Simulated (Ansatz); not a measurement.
Reaction: C3H5N (SMILES [C-]#[N+]CC) → C2H5 (SMILES C[CH2], doublet) + CN (SMILES [N+]#[C-], doublet) (the C-N bond breaks)
Each species at its own B3LYP-D3(BJ)/def2-TZVP minimum (Ansatz, a program for electronic structure).

Total energies in hartree (Ansatz). Radicals and triplets start from unrestricted determinants; spin-orbit coupling is neglected. Cores are frozen in correlated methods. No relativity. The UHF reference of CN ([C-]#[N+], doublet) is spin-contaminated (<S^2> up to 0.37 over the pure value in the sets run).

```csv
species,HF/cc-pVTZ,CCSD(T)/cc-pVTZ,HF/cc-pVQZ,CCSD(T)/cc-pVQZ,CCSD(T)/cc-pVDZ,CCSDT(Q)/cc-pVDZ
1: C3H5N (SMILES CC[N+]#[C-]),-170.99349,-171.73120,-171.00491,-171.78089,-171.55987,-171.56222
"2: C2H5 (SMILES C[CH2], doublet)",-78.62785,-79.00245,-78.63306,-79.02569,-78.91562,-78.91668
"3: CN (SMILES [N+]#[C-], doublet)",-92.23520,-92.56541,-92.24165,-92.58980,-92.48814,-92.49250
```

Question: Work out the bond dissociation energy (electronic) in kcal/mol: take Hartree-Fock from cc-pVQZ, extrapolate the CCSD(T) correlation energy as X^-3 (X = 3, 4), and add CCSDT(Q) - CCSD(T) in cc-pVDZ. 1 hartree = 627.51 kcal/mol.

Answer: 
Species 1: correlation (64·(-0.77598) - 27·(-0.73771))/37 = -0.80391; step -0.00235; E1 = -171.00491 + (-0.80391) + (-0.00235) = -171.81117
Species 2: correlation (64·(-0.39263) - 27·(-0.37460))/37 = -0.40579; step -0.00106; E2 = -78.63306 + (-0.40579) + (-0.00106) = -79.03991
Species 3: correlation (64·(-0.34815) - 27·(-0.33021))/37 = -0.36124; step -0.00436; E3 = -92.24165 + (-0.36124) + (-0.00436) = -92.60725
-1·E1 +1·E2 +1·E3 = 0.16401 hartree = 102.9 kcal/mol.
